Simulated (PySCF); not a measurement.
Molecule: Fluorine Oxoborane, BFO.

Structure with atom numbers: `[O:1]=[B:2][F:3]`.

Spin–spin couplings on one PBE0-D3(BJ)/def2-SVP geometry, PySCF 2.14.0 with density-fitted response routines, gas phase, non-relativistic, equivalent pairs averaged; isotopes ¹¹B, ¹⁹F, ¹⁷O; basis pcJ-1.

How do the couplings (Hz) change with the functional? Times are CPU seconds on 1 thread of an Arm Neoverse N1, shared host; the GGAs took longer than the global hybrids here, which isn't the general rule, and the cause wasn't traced.

Answers


```tsv
functional	functions	¹J(B2,F3)	¹J(O1,B2)	²J(O1,F3)	core-s
HF	81	139.4	-62.6	-28.1	0.98
LDA	81	-127.7	-7.0	7.6	1.9
PBE	81	-133.5	-7.7	10.2	2.9
KT2	81	-198.2	5.5	14.9	3.2
B3LYP	81	-72.1	-18.7	1.9	2.5
PBE0	81	-69.3	-18.0	3.0	2.5
B97-2	81	-73.4	-17.8	5.8	2.6
BHandHLYP	81	7.1	-33.1	-8.1	2.6
CAM-B3LYP	81	-54.7	-21.3	0.1	3.1
```
